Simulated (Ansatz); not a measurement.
# AlBH2 (triplet): wB97M-V, B2PLYP, RPA-PBE over a scan of the scale of all distances, 6-31G

How well do these functionals follow the top wave-function level for AlBH2 (triplet) over a scan of the scale of all distances?

The runs use Ansatz 0.2.0, Gaussian basis; 6-31G, all electrons in the functionals, frozen cores in the correlation of double hybrids and RPA.

To be run: wB97M-V, B2PLYP, RPA-PBE, at 0.873; 1.000; 1.116; 1.311; 1.507; 1.720; 2.025; 2.377.

11 further runs of the same task are left out: 9 that didn't finish, 2 set aside as unsound or not needed.

## Step 1: The system

The geometry derives from a PBE0/def2-TZVP stationary point (not a proven minimum). All distances are scaled together.

4 atoms, charge 0, spin multiplicity 3.

Atoms are counted from 1 here; the program's logs count them from 0.

Bond lengths: B1–Al2 2.079 Å, Al2–H3 1.585 Å, Al2–H4 1.585 Å. Angles: B1–Al2–H3 117.0°, B1–Al2–H4 117.0°, H3–Al2–H4 125.9°.

No dispersion term is added; wB97M-V holds VV10 nonlocal correlation.

The geometry shown and the zero of energy belong to the point 1.000. The yardstick, FCI, and other wave-function levels (R restricted, U unrestricted, valence and pair active spaces) come from earlier runs.

## Step 2: wB97M-V, 0.873

Contents of in.yaml:

```yaml
crystal:
  periodic: [false, false, false]
  atoms:
    - {symbol: B, position_ang: [0.000000, 0.000000, 1.354127]}
    - {symbol: Al, position_ang: [0.000000, 0.000000, -0.461126]}
    - {symbol: H, position_ang: [0.000000, -1.232088, -1.090129]}
    - {symbol: H, position_ang: [0.000000, 1.232088, -1.090129]}
basis:
  gaussian: {orbitals: 6-31G}
magnetization: {spin_polarized: true, initial_magnetization: 2}
hamiltonian: {xc: {name: wB97M-V}}
output: {forces: true, orbitals: {seedname: orbitals}}
```

Run with:

```console
$ ansatz run in.yaml --threads 1 --pin off --events-out ev --progress --plain --max-ram 2393MiB
```

After this run come: wB97M-V, 1.000; wB97M-V, 1.116; wB97M-V, 1.311; wB97M-V, 1.507; wB97M-V, 1.720; wB97M-V, 2.025; wB97M-V, 2.377; B2PLYP, 0.873; B2PLYP, 1.000; B2PLYP, 1.116; B2PLYP, 1.311; B2PLYP, 1.507; B2PLYP, 1.720; B2PLYP, 2.025; B2PLYP, 2.377; RPA-PBE, 0.873; RPA-PBE, 1.000; RPA-PBE, 1.116; RPA-PBE, 1.311; RPA-PBE, 1.507; RPA-PBE, 1.720; RPA-PBE, 2.025; RPA-PBE, 2.377.

Before running them: what should the planned runs give, taken together? Wanted: span of the FCI curve; largest miss, wB97M-V; largest miss, B2PLYP; largest miss, RPA-PBE.

**Answer**, as computed:

| quantity | value |
| --- | --- |
| span of the FCI curve | 547.9 kJ/mol |
| largest miss, wB97M-V | +123.7 kJ/mol (2.377) |
| largest miss, B2PLYP | +78.2 kJ/mol (2.377) |
| largest miss, RPA-PBE | -36.7 kJ/mol (1.720) |

In words: Of the functionals, RPA-PBE keep the smallest largest miss at the points compared (at most 36.7 kJ/mol) and wB97M-V strays most (123.7 kJ/mol, at 2.377). wB97M-V, B2PLYP, RPA-PBE clearly break the spin symmetry at some points (⟨S²⟩ up to 0.81 above the pure value), so energy there is bought with a mixed spin. Functionals and the yardstick converge differently with the basis, so part of each miss in 6-31G is the basis.
